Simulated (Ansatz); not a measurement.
# C₅H₆: one species, many methods

One table from this session's results is given with a row withheld; the runs are named, their logs left out.

Program: Ansatz 0.2.0, Gaussian basis. Level of theory: functionals in def2-TZVPP, the program's frozen cores in correlated methods. These are calculated values, not measurements.

Levels to be run: LDA (SPW92), PBE-D4, revPBE-D4, BLYP-D4, r2SCAN-D4, B97M-V, PBE0-D4, B3LYP-D4, r2SCANh-D4, r2SCAN0-D4, HSE06-D4, BHLYP-D4, CAM-B3LYP-D4, LC-ωPBE, ωB97X-V, ωB97M-V, B2PLYP, PBE-QIDH; CCSD(T)/def2-SVP; CCSD(T)/def2-TZVPP; MP2/def2-QZVPP; extrapolation to the limit; RPA on PBE.

## The relaxed structure

All runs share one geometry, relaxed beforehand with PBE0-D4 in a triple-zeta def2 set.

11 atoms, charge 0, spin multiplicity 1.

Atoms are counted from 1 here; the program's logs count them from 0.

Bond lengths: C1–C2 1.204 Å, C1–H6 1.064 Å, C2–C3 1.417 Å, C3–C4 1.335 Å, C3–H7 1.088 Å, C4–C5 1.485 Å, C4–H8 1.087 Å, C5–H9 1.095 Å, C5–H10 1.095 Å, C5–H11 1.091 Å. Angles: C2–C1–H6 179.5°, C1–C2–C3 178.5°, C2–C3–C4 124.1°, C2–C3–H7 116.3°, C4–C3–H7 119.5°, C3–C4–C5 124.4°, C3–C4–H8 118.4°, C5–C4–H8 117.2°, C4–C5–H9 110.9°, C4–C5–H10 110.9°, C4–C5–H11 111.7°, H9–C5–H10 106.4°, H9–C5–H11 108.4°, H10–C5–H11 108.4°.

The first run:

The input, in.yaml:

```yaml
crystal:
  periodic: [false, false, false]
  atoms:
    - {symbol: C, position_ang: [-1.430649, 1.967218, 1.821569]}
    - {symbol: C, position_ang: [-0.880884, 1.049243, 1.270388]}
    - {symbol: C, position_ang: [-0.238371, -0.051886, 0.652855]}
    - {symbol: C, position_ang: [0.245322, -0.034931, -0.591365]}
    - {symbol: C, position_ang: [0.920115, -1.185027, -1.245075]}
    - {symbol: H, position_ang: [-1.915503, 2.783742, 2.301366]}
    - {symbol: H, position_ang: [-0.146474, -0.955508, 1.252018]}
    - {symbol: H, position_ang: [0.143249, 0.877687, -1.173254]}
    - {symbol: H, position_ang: [1.938053, -0.919580, -1.548398]}
    - {symbol: H, position_ang: [0.391906, -1.480250, -2.157481]}
    - {symbol: H, position_ang: [0.973237, -2.050698, -0.582634]}
basis:
  gaussian: {orbitals: def2-TZVPP}
hamiltonian: {xc: lda}
output: {orbitals: {seedname: orbitals}}
```

Run with:

```console
$ ansatz run in.yaml --threads 4 --pin off --events-out ev --progress --plain --max-ram 10444MiB
```

Among the steps run: LDA; PBE-D4 (GGA); revPBE-D4 (GGA); BLYP-D4 (GGA); r2SCAN-D4 (meta-GGA); B97M-V (meta-GGA); B3LYP-D4 (hybrid); r2SCANh-D4 (hybrid); r2SCAN0-D4 (hybrid); HSE06-D4 (hybrid); BHLYP-D4 (hybrid); CAM-B3LYP-D4 (range-separated); LC-ωPBE (range-separated); ωB97X-V (range-separated); ωB97M-V (range-separated); B2PLYP (double hybrid); PBE-QIDH (double hybrid).

One table of the session follows, with a row left open; its other results are not shown here.

It belongs to the step «Orbital energies across the functionals». 

| functional | HOMO (eV) | gap (eV) |
| --- | --- | --- |
| LDA (SPW92) | -5.96 | 4.12 |
| PBE-D4 | -5.78 | 4.16 |
| revPBE-D4 | -5.72 | 4.18 |
| BLYP-D4 | -5.62 | 4.14 |
| r2SCAN-D4 | -5.94 | 4.50 |
| B97M-V | -5.92 | 4.58 |
| PBE0-D4 | -6.81 | 6.13 |
| B3LYP-D4 | -6.60 | 5.71 |
| r2SCANh-D4 | -6.33 | 5.24 |
| r2SCAN0-D4 | -6.93 | 6.34 |
| HSE06-D4 | -6.42 | 5.36 |
| BHLYP-D4 | -7.69 | 8.09 |
| CAM-B3LYP-D4 | -8.06 | 8.49 |
| LC-ωPBE | -9.40 | 10.94 |
| ωB97X-V | ? | ? |
| ωB97M-V | -8.91 | 10.30 |

Q: Estimate the row for ωB97X-V from the others.

The run gave: HOMO (eV): -9.01; gap (eV): 10.50. In the column «HOMO (eV)» it lies between LC-ωPBE (-9.40) and ωB97M-V (-8.91).
